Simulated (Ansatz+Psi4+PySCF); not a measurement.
Values are calculated unless marked as measured or tabulated.
```xyz
4

O     0.0000    0.0000    0.6835
C     0.0000    0.0000   -0.5366
H     0.0000    0.9344   -1.1242
H     0.0000   -0.9344   -1.1242
```

Basis set: cc-pVTZ (spherical functions). Frozen core: 2 orbitals. Charge 0, multiplicity 1.

Starred EOM-CCSD(T)(a) on the restricted Hartree–Fock determinant with PySCF 2.14.0; the energies are vertical.

Problem. The solver was asked for the few lowest roots only. Give the ionization energies of singlet CH₂O among them whose weight of singles is over 0.7.

Solution.

```
root  energy (eV)  weight of singles
   1        10.76               0.95
   2        14.36               0.95
   3        15.93               0.95
```

Higher main lines weren't sought.
